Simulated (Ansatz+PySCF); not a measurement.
The numbers below are computed, except where a source is named.
## Several solutions for singlet C2H2

```yaml
atoms:
  - { symbol: C, position_ang: [0.0000, 0.0000, -0.6043] }
  - { symbol: C, position_ang: [0.0000, 0.0000, 3.0213] }
  - { symbol: H, position_ang: [0.0000, 0.0000, -1.6792] }
  - { symbol: H, position_ang: [0.0000, 0.0000, 4.0963] }
```

Basis set: STO-3G (spherical functions). Charge 0, multiplicity 1.

UHF was run from several starts with Ansatz (development build ahead of 0.2.0) and PySCF 2.14.0.

| run | program | start | converged | energy (hartree) | <S²> |
| --- | --- | --- | --- | --- | --- |
| A | PySCF | program defaults | yes | -75.26554 | 0.00 |
| B | PySCF | guess minao, instabilities followed | yes | -75.54114 | 1.74 |
| C | Ansatz | atomic start, no search | yes | -75.26554 | 0.00 |
| D | PySCF | guess huckel, instabilities followed | yes | -75.54114 | 1.74 |
| E | Ansatz | search for the lowest state | yes | -75.58405 | 3.01 |
| F | PySCF | guess atom, instabilities followed | yes | -75.54114 | 1.74 |
| G | PySCF | guess 1e, instabilities followed | yes | -75.54114 | 1.74 |
| H | Ansatz | stability test followed | yes | -75.54114 | 1.74 |

Task: Which runs reached the lowest solution of this kind, and what is wrong with the others?

Result: E reached the lowest solution found. Converged but too high: A by 8.67 eV, B by 1.17 eV, C by 8.67 eV, D by 1.17 eV, F by 1.17 eV, G by 1.17 eV, H by 1.17 eV. Convergence only shows a stationary point, and even a stable one can lie too high; stability tests and further starts are what find lower ones. Caution: the unrestricted determinant is a mixture of spin states. Caution: the determinant breaks the point group.
